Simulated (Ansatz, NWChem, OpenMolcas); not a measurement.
# Strength of the B–N bond: BH2(NH) → BH2 + NH

Species: BH2(NH), doublet; BH2 (boron dihydride) `[BH2]`, doublet; NH (imidogen), triplet. 

Shapes, held fixed at every level: PBE0-D4/def2-TZVP; NH at the measured bond length. Programs: Ansatz 0.2.0, NWChem 7.3.0, OpenMolcas 26.06. A level may come from different programs for different species; with the same settings they agree closely. Electronic energies: no zero-point or thermal term.

| level | kind | ΔE (kJ/mol) |
| --- | --- | --- |
| HF/STO-3G | Hartree–Fock | +371.4 |
| HF/3-21G | Hartree–Fock | +346.9 |
| HF/def2-SVP | Hartree–Fock | +355.9 |
| B3LYP/6-31G* (Cartesian functions) | global hybrid | +524.1 |
| PBE0/def2-SVP | global hybrid | +544.3 |

PBE0/def2-SVP gives ΔE = +544.3 kJ/mol; the levels span +346.9 to +544.3. The median of the levels is +371.4. Hartree–Fock misses the correlation of the pair that is broken and comes out low. No measured value is set beside it here. Open shells run unrestricted. PBE0/def2-SVP lies outside the range of all other levels here, so it shouldn't be taken on trust. Rows in sets without polarisation functions are far from converged.
